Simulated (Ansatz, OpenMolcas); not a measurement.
HBS (SMILES B=S): methods side by side

HBS has 3 atoms, charge 0, and is taken as a singlet. SMILES: `B=S`. The coordinates come from a GFN2-xTB relaxation.

```xyz
3

B    -0.0410   -0.0161    0.1425
S     0.3953    0.1465   -1.3797
H    -0.3543   -0.1304    1.2371
```

Each level gives the energy change with the B1–S2 bond stretched from 1.592 to 1.990 Å (eV). The values are calculated.

```csv
level,kind,program,value (eV),less FCI/STO-3G,CPU time (all runs)
M06-2X/STO-3G (restricted),hybrid meta-GGA,OpenMolcas,3.36,+0.50,5.8 s
CAM-B3LYP/STO-3G (restricted),range-separated hybrid,Ansatz,3.31,+0.45,1.4 s
wB97X/STO-3G (restricted),range-separated hybrid,Ansatz,3.44,+0.58,5.3 s
RPA@PBE/STO-3G (restricted),RPA,Ansatz,2.70,-0.16,1.7 s
BCCD(T)/STO-3G (restricted),coupled cluster or CI,Ansatz,2.88,+0.02,0.4 s
CCSD(T)/STO-3G (restricted),coupled cluster or CI,Ansatz,2.83,-0.03,0.3 s
CCSDT(Q)/STO-3G (restricted),coupled cluster or CI,Ansatz,2.78,-0.08,0.78 s
CISD/STO-3G (restricted),coupled cluster or CI,OpenMolcas,3.18,+0.32,3.2 s
FCI/STO-3G,exact in the basis,Ansatz,2.86,0.00,0.79 s
```

FCI/STO-3G is exact within its basis and frozen core, so for wave-function methods in that basis the difference is their error; functionals converge differently with the basis, so for them it is only a difference. The first shape isn't each level's own minimum. The values span 2.70 to 3.44 eV. All rows use very small basis sets, so none should be taken for the real molecule's value. In so small a basis fixed costs decide the times, and correlated methods can beat functionals. Times are those of the runs behind each value, whatever else they computed, on shared processors of several kinds: orders of magnitude only.
